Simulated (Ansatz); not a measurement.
**CH₄AlF (SMILES [CH3][AlH][F]): single points off equilibrium**

One table from this session's results is given with a row withheld; the runs are named, their logs left out.

Computed with Ansatz 0.2.0, Gaussian basis. Level: single points in def2-TZVPP.

Correlated methods freeze the cores.

## Starting geometry

SMILES `[CH3][AlH][F]`, 7 atoms, charge 0, spin multiplicity 1.

Atoms are counted from 1 here; the program's logs count them from 0.

Bond lengths: C1–Al2 2.045 Å, C1–H4 1.146 Å, C1–H5 1.265 Å, C1–H6 1.060 Å, Al2–F3 1.668 Å, Al2–H7 1.537 Å. Angles: Al2–C1–H4 108.5°, Al2–C1–H5 105.0°, Al2–C1–H6 108.3°, H4–C1–H5 105.5°, H4–C1–H6 115.8°, H5–C1–H6 113.2°, C1–Al2–F3 119.8°, C1–Al2–H7 125.2°, F3–Al2–H7 114.9°.

Coordinates:

| atom | x (Å) | y (Å) | z (Å) |
| --- | --- | --- | --- |
| C1 | -0.7413 | 0.5630 | -0.3194 |
| Al2 | 0.8397 | -0.6277 | 0.1950 |
| F3 | 0.7148 | -1.6506 | 1.5061 |
| H4 | -0.4102 | 1.6575 | -0.2481 |
| H5 | -1.5867 | 0.4042 | 0.6082 |
| H6 | -1.0976 | 0.2505 | -1.2672 |
| H7 | 2.2006 | -0.6516 | -0.5184 |

Set-up of the first run:

Input file run/in.yaml:

```yaml
crystal:
  periodic: [false, false, false]
  atoms:
    - {symbol: C, position_ang: [-0.741300, 0.563000, -0.319400]}
    - {symbol: Al, position_ang: [0.839700, -0.627700, 0.195000]}
    - {symbol: F, position_ang: [0.714800, -1.650600, 1.506100]}
    - {symbol: H, position_ang: [-0.410200, 1.657500, -0.248100]}
    - {symbol: H, position_ang: [-1.586700, 0.404200, 0.608200]}
    - {symbol: H, position_ang: [-1.097600, 0.250500, -1.267200]}
    - {symbol: H, position_ang: [2.200600, -0.651600, -0.518400]}
basis:
  gaussian: {orbitals: def2-TZVPP}
correlation: {method: ccsd_t}
output: {forces: true}
```

The command line of these runs was not kept.

Steps of the session up to this table: CCSD(T)/def2-TZVPP; PBE0-D4/def2-TZVPP; wB97M-V/def2-TZVPP; r2SCAN-D4/def2-TZVPP; PBE-D4/def2-TZVPP; CAM-B3LYP-D4/def2-TZVPP; SPW92/def2-TZVPP.

One table of the session follows, with a row left open; its other results are not shown here.

```
      method  RMS force component (eV/Å)  angle to CCSD(T) forces (°)  dipole (D)
     CCSD(T)                       1.361                    reference        1.60
     PBE0-D4                       1.393                          1.4        1.68
     wB97M-V                       1.383                          2.7        1.63
   r2SCAN-D4                       1.376                          1.5        1.62
      PBE-D4                           ?                            ?           ?
CAM-B3LYP-D4                       1.391                          2.2        1.67
       SPW92                       1.376                          6.2        1.66
```

Estimate the missing values for PBE-D4.

As computed: RMS force component (eV/Å): 1.337; angle to CCSD(T) forces (°): 6.7; dipole (D): 1.61. In the column «RMS force component (eV/Å)» it is the lowest.
